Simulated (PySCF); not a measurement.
**What binds to chlorine monofluoride, and how strongly**

Gas-phase complexes of chlorine monofluoride, each in one structure from a short search with a few starts, optimised by PBE0-D3(BJ)/def2-SVPD or PBE0-D3(BJ)/def2-TZVPD; other ways of binding may lie lower. Energies in kcal/mol, CCSD(T) at its estimated basis limit, counterpoise-corrected (PySCF): interaction is complex less parts frozen as they stand in it. Contacts are written partner···chlorine monofluoride; electrostatic, Pauli and orbital are terms of the uncorrected MP2 energy, whose rest is dispersion or correlation. The CCSD(T) estimate is Hartree-Fock/aug-cc-pVQZ, plus the MP2 correlation part extrapolated as X⁻³ from aug-cc-pVTZ and aug-cc-pVQZ, plus CCSD(T) less MP2 in aug-cc-pVDZ; noble-gas cores are frozen. It isn't the exact limit.

2 other partners are left out, for which the search missed the form known or expected to bind best.

Frequency runs check only 3 of the 7 structures; these show no clear imaginary mode. 1 further partner within 0.25 kcal/mol of a listed one is not ranked.

Task: Order these partners of chlorine monofluoride by interaction energy, strongest first: formaldehyde, water, acetonitrile, hydrogen cyanide, methylamine, ammonia, acetylene.

Result: methylamine (-16.4), ammonia (-11.6), acetonitrile (-6.1), formaldehyde (-5.5), water (-4.8), hydrogen cyanide (-4.5), acetylene (-3.4).
| partner | contact | distance (Å) | interaction | electrostatic | Pauli | orbital |
| --- | --- | --- | --- | --- | --- | --- |
| methylamine | N···Cl | 2.14 | -16.4 | -52.5 | 83.8 | -38.4 |
| ammonia | N···Cl | 2.21 | -11.6 | -41.6 | 65.2 | -28.4 |
| acetonitrile | N···Cl | 2.40 | -6.1 | -15.9 | 23.2 | -9.2 |
| formaldehyde | O···Cl | 2.37 | -5.5 | -15.6 | 22.7 | -8.4 |
| water | O···Cl | 2.41 | -4.8 | -14.6 | 20.2 | -7.1 |
| hydrogen cyanide | N···Cl | 2.46 | -4.5 | -12.4 | 18.1 | -6.6 |
| acetylene | C···Cl | 2.66 | -3.4 | -15.0 | 27.1 | -9.9 |
